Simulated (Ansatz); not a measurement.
**AlPH3 (quartet): the correlation ladder, cc-pVTZ**

An exercise on one series of results from a longer session: the logs are not shown, and one member is left open.

Method: cc-pVTZ, core rule «outside noble gas», up to 10 orbitals frozen; program: Ansatz 0.2.0, Gaussian basis.

To be run: UHF; CCSD(T) on ROHF; CCSD(T) on UHF; BCCD(T) on ROHF; CCSDT(Q) on ROHF; CCSDT(Q) on UHF.

9 further runs of the same task are left out: 4 for a known fault of the program, 5 set aside as unsound or not needed.

### The system

The geometry is a PBE0/def2-TZVP stationary point (not a proven minimum) of the parent state, kept for this charge and spin.

5 atoms, charge 0, spin multiplicity 4.

Atoms are counted from 1 here; the program's logs count them from 0.

Bond lengths: Al1–P2 2.345 Å, Al1–H3 1.606 Å, P2–H4 1.424 Å, P2–H5 1.419 Å. Angles: P2–Al1–H3 115.6°, Al1–P2–H4 91.6°, Al1–P2–H5 95.5°, H4–P2–H5 94.5°.

The first run:

File in.yaml:

```yaml
crystal:
  periodic: [false, false, false]
  atoms:
    - {symbol: Al, position_ang: [0.042298, -0.119616, 1.254150]}
    - {symbol: P, position_ang: [-0.090450, 0.068392, -1.079457]}
    - {symbol: H, position_ang: [-0.052697, 1.261982, 2.066825]}
    - {symbol: H, position_ang: [1.035122, 0.939745, -1.114035]}
    - {symbol: H, position_ang: [0.664801, -1.101382, -1.353659]}
basis:
  gaussian: {orbitals: cc-pVTZ}
magnetization: {spin_polarized: true, initial_magnetization: 3}
hamiltonian: {xc: hf}
output: {orbitals: {seedname: orbitals}}
```

On the command line:

```sh
$ ansatz run in.yaml --threads 1 --pin off --events-out ev --progress --plain --max-ram 4096MiB --backend cpu
```

Among the steps run: UHF; CCSD(T) on ROHF; CCSD(T) on UHF; BCCD(T) on ROHF; CCSDT(Q) on ROHF; CCSDT(Q) on UHF.

One table of the session follows, with a row left open; its other results are not shown here.

```
   method  from UCCSDT(Q) (kJ/mol)
     ROHF                   +659.9
      UHF                   +644.7
     RMP2                   +138.5
     UMP2                   +139.1
    RCCSD                    +32.7
    UCCSD                    +31.9
 RCCSD(T)                     +7.0
 UCCSD(T)                     +6.9
  BCCD(T)                        ?
   RCCSDT                     +1.6
   UCCSDT                     +1.3
RCCSDT(Q)                     +0.4
UCCSDT(Q)                        0
```

Estimate the missing values for BCCD(T).

The run gave: from UCCSDT(Q) (kJ/mol): +6.6. In the column «from UCCSDT(Q) (kJ/mol)» it lies between RCCSDT (+1.6) and UCCSD(T) (+6.9).

Caveats from the session: Restricted and unrestricted rows rest on different reference determinants; where their highest levels disagree by more than a few hundredths of an eV, they describe different states and don't form one ladder.
